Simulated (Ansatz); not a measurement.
# Several solutions for doublet CO(+)

```xyz
2

C     0.0000    0.0000    0.0000
O     0.0000    0.0000    1.6725
```

Basis set: 6-31G (spherical functions). Charge 1, multiplicity 2.

UHF was run from several starts with Ansatz (development build ahead of 0.2.0).

```csv
run,program,start,converged,energy (hartree),<S²>
A,Ansatz,"atomic start, no search",yes,-112.06027,1.77
B,Ansatz,stability test followed,yes,-112.09009,1.73
C,Ansatz,search for the lowest state,yes,-112.09009,1.73
```

Question: Which runs reached the lowest solution of this kind, and what is wrong with the others?

Answer: B, C reached the lowest solution found. Converged but too high: A by 0.81 eV. Convergence only shows a stationary point, and even a stable one can lie too high; stability tests and further starts are what find lower ones. Caution: the unrestricted determinant is a mixture of spin states.
